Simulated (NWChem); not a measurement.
The numbers come from NWChem runs, not from measurements. System: O2 (-1), charge -1, spin multiplicity 2, at a geometry optimised with UPBE0/def2-SVP. The structure started from a generated list of species. Its SCF solution wasn't tested for a lower state. Level: UMP2/aug-cc-pVDZ, 2 core orbitals frozen.

Input file:

```
start mol
memory heap 200 mb stack 900 mb global 1100 mb
charge -1
geometry units angstroms nocenter noautoz
  O      0.000000     0.000000     0.660554
  O      0.000000     0.000000    -0.660554
  symmetry group D2h
end
basis spherical
  * library aug-cc-pvdz
end
scf
  uhf
  nopen 1
  maxiter 100
  thresh 1e-7
  semidirect memsize 60000000 filesize 0
  # guess.movecs holds the orbitals of an unrestricted PBE0 run
  vectors input guess.movecs output mol.movecs
end
mp2
  freeze core 2
end
task mp2 energy
```

Part of the output:

```
             Northwest Computational Chemistry Package (NWChem) 7.3.0
             --------------------------------------------------------

                                NWChem Input Module
                                -------------------

 Scaling coordinates for geometry "geometry" by  1.889725989
 (inverse scale =  0.529177249)

 Turning off AUTOSYM since
 SYMMETRY directive was detected!

                             Geometry "geometry" -> ""
                             -------------------------

 Output coordinates in angstroms (scale by  1.889725989 to convert to a.u.)

  No.       Tag          Charge          X              Y              Z
 ---- ---------------- ---------- -------------- -------------- --------------
    1 O                    8.0000     0.00000000     0.00000000     0.66055400
    2 O                    8.0000     0.00000000     0.00000000    -0.66055400

 Effective nuclear repulsion energy (a.u.)      25.6355604053

            Nuclear Dipole moment (a.u.)
            ----------------------------
        X                 Y               Z
 ---------------- ---------------- ----------------
     0.0000000000     0.0000000000     0.0000000000

      Symmetry information
      --------------------

 Group name             D2h
 Group number             26
 Group order               8
 No. of unique centers     1

      Symmetry unique atoms

     1


 Summary of "ao basis" -> "" (spherical)
 ------------------------------------------------------------------------------
       Tag                 Description            Shells   Functions and Types
 ---------------- ------------------------------  ------  ---------------------
 *                        aug-cc-pvdz                 on all atoms

 Summary of "ao basis" -> "ao basis" (spherical)
 ------------------------------------------------------------------------------
       Tag                 Description            Shells   Functions and Types
 ---------------- ------------------------------  ------  ---------------------
 O                        aug-cc-pvdz                9       23   4s3p2d
[...]
  AO/Fock/Back tols     =   1.0D-09  1.0D-09  1.0D-09

 GA uses MA = F    GA memory limited = T

 Available:
  local mem=  1.26D+08
 global mem=  1.44D+08
 local disk=  0.00D+00
  mp2_memr nvloc                    37
  nvloc new                    37
   1 passes of   7:        3145728                      10921                    955611.
   1 passes of   7: M    126154787           G      144174968           F     123009059.

 Semi-direct pass number   1 of   1  for UHF alpha       at        0.2s
  vrange nnbf                  1081
  mp2_eaftype                    10  avail_ma_in_mb                  1099
 EAF : mp2_eaftype filesize          10     477805.
  mp2_eaf for mointskh                     10
Node 0 wrote      2.2 Mb in      0.0 s     Agg I/O rate:  1761.8 Mb/s
 Done moints_semi at        0.3s
  mp2_eaftype                    10  avail_ma_in_mb                  1089
 EAF : mp2_eaftype filesize          10     477805.
  mp2_eaf for kh                    10
 Done maket at        0.3s
 Done multipass loop at        0.3s

 GA uses MA = F    GA memory limited = T

 Available:
  local mem=  1.26D+08
 global mem=  1.44D+08
 local disk=  0.00D+00
  mp2_memr nvloc                    38
  nvloc new                    38
   1 passes of   6:        3145728                      10130                    841673.
   1 passes of   6: M    126154787           G      144174968           F     123009059.

 Semi-direct pass number   1 of   1  for UHF beta        at        0.3s
  vrange nnbf                  1081
  mp2_eaftype                    10  avail_ma_in_mb                  1099
 EAF : mp2_eaftype filesize          10     420837.
  mp2_eaf for mointskh                     10
Node 0 wrote      2.0 Mb in      0.0 s     Agg I/O rate:  1779.9 Mb/s
 Done moints_semi at        0.5s
  mp2_eaftype                    10  avail_ma_in_mb                  1089
 EAF : mp2_eaftype filesize          10     420837.
  mp2_eaf for kh                    10
 Done maket at        0.5s
 Done multipass loop at        0.5s

          -------------------------------------------
          SCF energy                -149.614273287380
          Correlation energy          -0.394708094515
          Singlet pairs                0.000000000000
          Triplet pairs                0.000000000000
          Total MP2 energy          -150.008981381895
          -------------------------------------------

          ---------------------------------------------------
                    Spin Component Scaled (SCS) MP2
          Same spin pairs                     -0.110844026801
          Same spin scaling factor             0.333333333333
          Opposite spin pairs                 -0.283864067714
          Opposite spin scaling fact.          1.200000000000
          SCS-MP2 correlation energy          -0.377584890190
          Total SCS-MP2 energy              -149.991858177570
          ---------------------------------------------------

 -----------------------
 Performance information
 -----------------------

 Timer overhead =  9.86D-08 seconds/call

               Nr. of calls         CPU time (s)                 Wall time (s)                GFlops
             ---------------    -------------------     ------------------------------   -------------------
Name         Min   Avg   Max    Min     Avg     Max     Min     Avg     Max   Mx/calls   Min     Max     Sum
mp2: moin     2     2     2   0.33    0.33    0.33     0.33    0.33    0.33    0.16      0.0     0.0     0.0
mp2: make     2     2     2   2.55E-2 2.55E-2 2.55E-2  2.55E-2 2.55E-2 2.55E-2 1.27E-2   0.0     0.0     0.0
mp2: tota     1     1     1   0.37    0.37    0.37     0.37    0.37    0.37    0.37      0.0     0.0     0.0

 The average no. of pstat calls per process was 5.00D+00
 with a timing overhead of 4.93D-07s

 Task  times  cpu:        0.5s     wall:        0.5s

 Total times  cpu:        0.5s     wall:        0.5s
```
